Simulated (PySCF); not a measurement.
## Name the molecule from its bond curve

A diatomic of charge 0 contains B. Its triplet curve at PBE0 in a triple-zeta basis (no relativity, PySCF), in eV from the separated fragments:

```tsv
R (Å)	E (eV)
1.133	-3.386
1.185	-4.167
1.238	-4.607
1.278	-4.765
1.317	-4.810
1.357	-4.766
1.409	-4.602
1.475	-4.282
1.554	-3.803
1.659	-3.122
```

The fit gives ωe = 1595 cm⁻¹ and the rotational constant Bₑ = 1.581 cm⁻¹.

Q: Which atom is the partner?

A: The minimum lies at 1.315 Å, so the reduced mass is 16.8576 u Å² cm⁻¹/(Bₑ·Re²) = 6.166 u. With B at 11.01 u the partner weighs about 14.0 u: N. The molecule is BN.

The state was picked by a PBE0 search and need not be the measured ground state.
